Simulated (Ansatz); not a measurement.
**Worked example: correlation energy of [H···H···GeH3], doublet**

Geometry: a point of a hydrogen-transfer path between rigid fragments, not a stationary point.

```tsv
atom	x (Å)	y (Å)	z (Å)
H	-2.8236	0.0000	0.0000
H	-1.9936	0.0000	0.0000
Ge	0.0454	0.0000	0.0000
H	0.5141	-1.4659	0.0000
H	0.5141	0.7330	-1.2695
H	0.5141	0.7330	1.2695
```

Basis cc-pVTZ; Ansatz 0.2.0. Only valence electrons are correlated (noble-gas cores and the filled d shells of p-block atoms frozen), which leaves 9 electrons in 99 orbitals. R marks a restricted (for open shells ROHF) determinant, U an unrestricted one. No spin–orbit coupling is included, and no scalar relativity.

Full CI isn't at hand for all of this; UCCSDT(Q) serves as the reference, and is uncertain by about the last step of the cluster series.

Runs differ by some tens of microhartree through their thresholds and, for an open shell, their frozen cores, so steps under 0.03 kcal/mol mean nothing.

```csv
level,total energy (hartree)
UHF,-2078.215644
UMP2,-2078.366281
UCCSD,-2078.399495
UCCSD(T),-2078.403574
UCCSDT,-2078.404390
UCCSDT(Q),-2078.404499
```

Q: What is the correlation energy at UCCSDT(Q), and what share of it do UMP2 and UCCSD(T) recover?

A: E(corr) = -2078.404499 − (-2078.215644) = -0.188855 hartree = -5.139 eV. UMP2: -0.150637 / -0.188855 = 79.76 %. UCCSD(T): -0.187930 / -0.188855 = 99.51 %.

Q: By how many kcal/mol does UCCSD(T) miss UCCSDT(Q) (1 hartree = 627.509 kcal/mol), and which steps make up the rest?

A: -2078.403574 − (-2078.404499) = 0.000925 hartree = 0.58 kcal/mol. Steps: UCCSDT − UCCSD(T) = -0.51, UCCSDT(Q) − UCCSDT = -0.07 kcal/mol. That is within 1 kcal/mol of the reference in this basis, which itself misses far more of the correlation at the basis-set limit.
